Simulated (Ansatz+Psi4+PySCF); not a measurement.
Two shapes of doublet C₂HF(+).

Shape 1:

```xyz
4

H    -0.0010   -0.0003    0.0007
C     0.8181    0.2546   -0.6198
C     1.7502    0.5448   -1.3260
F     2.7398    0.8528   -2.0757
```

Shape 2:

```xyz
4

H    -0.0169    0.0064   -0.0097
C    -0.0108    0.0110    1.0447
C    -0.0116    0.0158    2.2663
F     0.0058   -0.0006    3.5224
```

Basis set: cc-pVTZ (spherical functions). Frozen core: 3 orbitals. Correlation on ROHF uses semicanonical orbitals with singles. Charge 1, multiplicity 2.

Computed with Ansatz (development build ahead of 0.2.0) and Psi4 1.11 and PySCF 2.14.0; each method stands on the lowest determinant of its kind that the runs found.

**Question.** Which shape is lower in energy, and by how much in each method?

**Answer.**

```json
{"method": "ROHF", "E(2) − E(1) (eV)": "-0.106"}
{"method": "UHF", "E(2) − E(1) (eV)": "-0.106"}
{"method": "ROHF-MP2", "E(2) − E(1) (eV)": "-0.125"}
{"method": "UHF-MP2", "E(2) − E(1) (eV)": "-0.124"}
```

Shape 2 is lower.
